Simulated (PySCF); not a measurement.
# URPBE-D3(0)/aug-cc-pVDZ (sfX2C, density fitting with aug-cc-pvtz-jkfit) run of BClHO (SMILES O[B]Cl)

Wanted: a structure relaxation of BClHO. 

The results are computed with PySCF 2.14.0.

## 1. The system as given

BClHO: 4 atoms, total charge 0, spin state doublet. SMILES: `O[B]Cl`. Geometry: relaxed at PBE0-D4/def2-TZVP. The run starts from this shape.

Bond lengths: O1–B2 1.334 Å, B2–Cl3 1.740 Å, O1–H4 0.961 Å. Angles: O1–B2–Cl3 122.2°, B2–O1–H4 113.5°.

## 2. A structure relaxation at URPBE-D3(0)/aug-cc-pVDZ (sfX2C, density fitting with aug-cc-pvtz-jkfit)

File run.py:

```python
from pyscf import gto, dft
from pyscf.geomopt.geometric_solver import kernel as optimise

system = gto.M(
    atom=[
    ('O', (0.545600, 0.191100, -0.589300)),
    ('B', (-0.429900, 0.065600, 0.312600)),
    ('Cl', (-0.557200, -1.323200, 1.352900)),
    ('H', (0.497000, 1.006200, -1.096500)),
],
    verbose=3,
    max_memory=1860,
    spin=1,
    basis='aug-cc-pvdz',
)

ks = dft.UKS(system)
ks.xc = 'rpbe'
ks = ks.sfx2c1e()
ks = ks.density_fit(auxbasis='aug-cc-pvtz-jkfit')
ks.disp = 'd3zero'
ks.max_cycle = 100
converged, mol_eq = optimise(ks, maxsteps=50)
print('converged:', converged)
print(mol_eq.tostring())

ks.reset(mol_eq)
system = mol_eq
ks.kernel()
if not ks.converged:
    ks = ks.newton().run(ks.mo_coeff, ks.mo_occ)
energy = ks.e_tot
print('E(%s) = %.9f' % ('RPBE', energy))
```

Launch:

```bash
$ OMP_NUM_THREADS=1 python run.py
```

Q: Predict the results. Wanted: total energy at the end; dipole moment; HOMO energy; LUMO energy; dispersion energy; ⟨S²⟩.

Answer, from the run:

At URPBE-D3(0)/aug-cc-pVDZ (sfX2C, density fitting with aug-cc-pvtz-jkfit):

```
                          quantity          value
           total energy at the end  -562.16853 Eh
                     dipole moment         1.98 D
HOMO energy (highest over α and β)       -5.09 eV
 LUMO energy (lowest over α and β)       -2.87 eV
                 dispersion energy   -3.58 kJ/mol
                              ⟨S²⟩          0.753
```

In words: At the final geometry: Bond lengths: O1–B2 1.363 Å, B2–Cl3 1.770 Å, O1–H4 0.975 Å. Angles: O1–B2–Cl3 121.5°, B2–O1–H4 111.8°. The optimisation took 4 steps and changed the energy by -0.032 eV.
